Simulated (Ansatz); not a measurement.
Born–Oppenheimer molecular dynamics of AlCl$_{2}$H (4 atoms, charge 0, multiplicity 1). It starts from a relaxed structure.

The calculation used RKS PBE/def2-SVP (Ansatz 0.2.0).

- ensemble: NVE (velocity Verlet)
- time step: 0.25 fs
- steps asked: 500
- starting velocities drawn for: 50 K
- masses: H 2.014 u
- seed: 481526

First frame:

```xyz
4
Properties=species:S:1:pos:R:3
Al 0.000 0.000 -0.022
H 0.000 0.000 1.557
Cl 1.808 0.000 -1.103
Cl -1.808 0.000 -1.103
```

Q: How far do the bonds stretch over the last three quarters of this one trajectory? (Pairs bonded in most of those frames.)

A: 
```json
{"bond": "Al1–H2", "mean (Å)": "1.579", "spread (Å)": "0.004", "shortest": "1.57", "longest": "1.59"}
{"bond": "Al1–Cl3", "mean (Å)": "2.106", "spread (Å)": "0.015", "shortest": "2.08", "longest": "2.13"}
{"bond": "Al1–Cl4", "mean (Å)": "2.105", "spread (Å)": "0.008", "shortest": "2.09", "longest": "2.12"}
```

Mean temperature of the second half: 25 K. The conserved energy stayed within 0.0005 meV per atom of its start (net change 0.0005 meV per atom), so the integration is sound. Over the second half the temperature averaged 0.51 of the 50 K drawn at the start: a run that starts near a minimum puts about half its kinetic energy into the potential. A run of 0.12 ps of so small a system gives no equilibrium averages.

Time of the run: 5.8 min on 1 thread of AMD EPYC 7B13 (Zen 3) (shared host), peak memory 0.12 GiB.
